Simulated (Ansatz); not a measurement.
Task: an active-space calculation of AlH5Si, SMILES [AlH2][SiH3], with Ansatz 0.2.0, Python API. Give the script and its output. Use (for the species named): Hartree-Fock, def2-SVP basis, multiplicity 1.

The script reads `alh5si.xyz`:
```text
7

Al   -0.29450   -1.33630    0.08980
Si    0.24810    0.98560   -0.06730
H     0.69110   -2.36150    0.57800
H    -1.73750   -1.75000   -0.34190
H     0.11570    1.43600   -1.47570
H    -0.63420    1.79700    0.79780
H     1.67250    1.16110    0.37370
```

`alh5si_cas.py`
```python
"""Active-space calculation on AlH5Si."""

import warnings

import ansatz as az

warnings.simplefilter("ignore", az.DeckWarning)

alh5si = az.Crystal.molecule_from_extxyz("alh5si.xyz")

model = (
    alh5si.calculation()
    .basis(gaussian="def2-SVP")
    .correlation(active_electrons=4, active_orbitals=4)
)
for method in [None, "sc_nevpt2"]:
    summary = (model if method is None else model.correlation(method)).run(threads=1).report
    space = summary["configurations"]
    state = space["states"][0]
    print(method or "casscf", f"total {summary['free_energy_ev'] / 27.211386246:.6f} Ha, active-space state {state['energy']['hartree']:.6f} Ha, mean field {summary['reference_energy_ev'] / 27.211386246:.6f} Ha")
    print("  determinants", state["n_determinants"], " natural occupations", [round(n, 3) for n in space["natural_occupations"]])
```

Running `python alh5si_cas.py` prints:
```text
casscf total -533.585136 Ha, active-space state -533.585136 Ha, mean field -533.558493 Ha
  determinants 36  natural occupations [1.981, 1.979, 0.022, 0.018]
sc_nevpt2 total -533.730825 Ha, active-space state -533.585126 Ha, mean field -533.558493 Ha
  determinants 36  natural occupations [1.981, 1.979, 0.022, 0.018]
```

Reading the output:
- Total energies depend on the basis set; only differences at equal settings carry meaning.
- The geometry is a force-field or estimated start, not a minimum of this method, and the basis set is short of its limit. The active space starts as a window about the frontier orbitals and is then optimised, not chosen by chemistry.
- It ran for 15 s on 1 thread of Intel(R) Xeon(R) Platinum 8259CL CPU @ 2.50GHz (Skylake/Cascade Lake), with other jobs on the host, peak memory 0.18 GiB.

(Lines on the test bed's own set-up are left out of the output.)
